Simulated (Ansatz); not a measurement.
**C₂H₃FO₂: relaxing the structure**

Aim: relax C₂H₃FO₂ from a cheap starting geometry.

Computed with Ansatz 0.2.0, Gaussian basis. Level: RKS PBE0-D4/def2-TZVP.

Plan: relaxation at PBE0-D4/def2-TZVP.

1 further run of the same task is left out (set aside as unsound or not needed).

### Step 1. The starting structure

8 atoms, charge 0, spin multiplicity 1.

Atoms are counted from 1 here; the program's logs count them from 0.

Bond lengths: O1–C2 1.189 Å, C2–O3 1.340 Å, C2–H6 1.101 Å, O3–C4 1.399 Å, C4–F5 1.359 Å, C4–H7 1.099 Å, C4–H8 1.095 Å. Angles: O1–C2–O3 126.5°, O1–C2–H6 125.6°, O3–C2–H6 108.0°, C2–O3–C4 117.6°, O3–C4–F5 109.5°, O3–C4–H7 111.3°, O3–C4–H8 108.0°, F5–C4–H7 107.5°, F5–C4–H8 107.7°, H7–C4–H8 112.9°.

Geometry (Å):

```xyz
8
charge 0, multiplicity 1
O    -1.75141    0.19778    0.48206
C    -0.74756    0.74488    0.80794
O     0.49364    0.43566    0.40845
C     0.63459   -0.58020   -0.54272
F     0.65857   -0.03519   -1.78750
H    -0.67750    1.58702    1.51294
H    -0.21083   -1.28141   -0.50605
H     1.60050   -1.06854   -0.37513
```

The start is a GFN2-xTB geometry.

### Step 2. Optimising with PBE0-D4/def2-TZVP

The input, in.yaml:

```yaml
crystal:
  periodic: [false, false, false]
  atoms:
    - {symbol: O, position_ang: [-1.751410, 0.197780, 0.482060]}
    - {symbol: C, position_ang: [-0.747560, 0.744880, 0.807940]}
    - {symbol: O, position_ang: [0.493640, 0.435660, 0.408450]}
    - {symbol: C, position_ang: [0.634590, -0.580200, -0.542720]}
    - {symbol: F, position_ang: [0.658570, -0.035190, -1.787500]}
    - {symbol: H, position_ang: [-0.677500, 1.587020, 1.512940]}
    - {symbol: H, position_ang: [-0.210830, -1.281410, -0.506050]}
    - {symbol: H, position_ang: [1.600500, -1.068540, -0.375130]}
basis:
  gaussian: {orbitals: def2-TZVP}
hamiltonian: {xc: pbe0, dispersion: d4}
relax: {f_tol: 0.005, max_steps: 150}
```

The run is started by

```bash
$ ansatz run in.yaml --threads 2 --pin off --events-out ev --progress --plain --max-ram 32768MiB --backend cuda --devices 0, --max-vram 18GiB
```

Before running them: what should the planned runs give, taken together? Wanted: point group; shift from the start; total energy; dispersion term; dipole moment.

The runs gave:

| quantity | value |
| --- | --- |
| point group | C1 |
| steps | 9 |
| shift from the start (rms) | 0.064 Å |
| total energy | -8928.0806 eV |
| dispersion term | -96 meV |
| dipole moment | 2.24 D |

In words: The atoms moved 0.06 Å (rms) from the start; the bond that changed most is C2–O3, from 1.340 to 1.349 Å. No vibrations were run, so it is not proven to be a minimum. The largest Mulliken charge, -0.28 e, sits on O1.
